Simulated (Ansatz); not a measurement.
Relaxation of AlH$_{4}$N (6 atoms, charge 0, multiplicity 1), to a largest force component of 0.03 eV/Å in at most 50 steps.

Method: Ansatz 0.2.0, RKS B3LYP/6-31G*.

```xyz
6
Properties=species:S:1:pos:R:3:forces:R:3
Al -0.330 -1.072 -0.877 0.11 -0.01 0.19
N 1.279 -0.139 1.609 -0.53 0.39 -0.77
H 0.885 -0.022 2.542 0.03 -0.01 -0.07
H 2.280 0.039 1.668 -0.09 0.00 -0.02
H 0.855 0.589 0.999 0.45 -0.33 0.67
H -0.434 0.605 -0.635 0.02 -0.04 0.00
```

Problem. Where does it end, and by what steps?

Solution. It converged. The force dipped under the threshold on the way, but the program's further checks kept it going. After 16 steps the energy has fallen by 0.456 eV; Al1 moved furthest, 0.75 Å. Joined: Al1–N2 (3.10 → 2.26 Å).

```
step  energy less start (eV)  largest force component (eV/Å)  accepted
   0                  0.0000                           0.774       yes
   1                 -0.1067                           0.927       yes
   2                 -0.2114                           1.281       yes
   3                 -0.3225                           1.406       yes
   4                 -0.3788                           0.671       yes
   5                 -0.4230                           0.285       yes
   6                 -0.4317                           0.192       yes
   7                 -0.4295                           0.101        no
   8                 -0.4351                           0.052       yes
   9                 -0.4391                           0.036       yes
  10                 -0.4429                           0.117       yes
  11                 -0.4313                           0.629        no
  12                 -0.4492                           0.060       yes
  13                 -0.4513                           0.132       yes
  14                 -0.4431                           0.275        no
  15                 -0.4551                           0.010       yes
  16                 -0.4557                           0.023       yes
```

```xyz
6
Properties=species:S:1:pos:R:3
Al 0.327 -0.887 -0.571
N 1.174 0.020 1.323
H 0.488 -0.056 2.076
H 2.042 -0.405 1.648
H 1.345 1.018 1.186
H -0.840 0.310 -0.355
```

Whether the end is a true minimum wasn't checked by a vibrational analysis.

The run took 11 s on 1 thread of Intel(R) Xeon(R) 6975P-C (Granite Rapids), on a shared host, peak memory 0.12 GiB.
